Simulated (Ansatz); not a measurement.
Results of PBEsol-D3(BJ) (Ansatz, an electronic-structure program, plane waves, PAW) for CsCl-type TlCl.

Numerical settings: plane-wave cutoff 520 eV, 10×10×10 k mesh, Fermi–Dirac smearing 0.01 eV, scalar-relativistic PAW data made under PBE.

The cell is scaled about its equilibrium volume:

```
V (Å³/atom)  P (GPa)  direct gap at Γ (eV)  smallest gap on the k mesh (eV)
-----------  -------  --------------------  -------------------------------
23.927          2.54                 9.501                            1.453
24.436          1.58                 9.457                            1.520
24.945          0.74                 9.415                            1.585
25.454          0.00                 9.373                            1.647
25.963         -0.66                 9.332                            1.706
26.472         -1.24                 9.291                            1.763
26.982         -1.74                 9.252                            1.816
```

The fundamental gap (1.65 eV at the equilibrium volume, with added k points) lies elsewhere than Γ–Γ.

Spin–orbit coupling is not included; with these elements it can move the gap by several tenths of an eV or more.
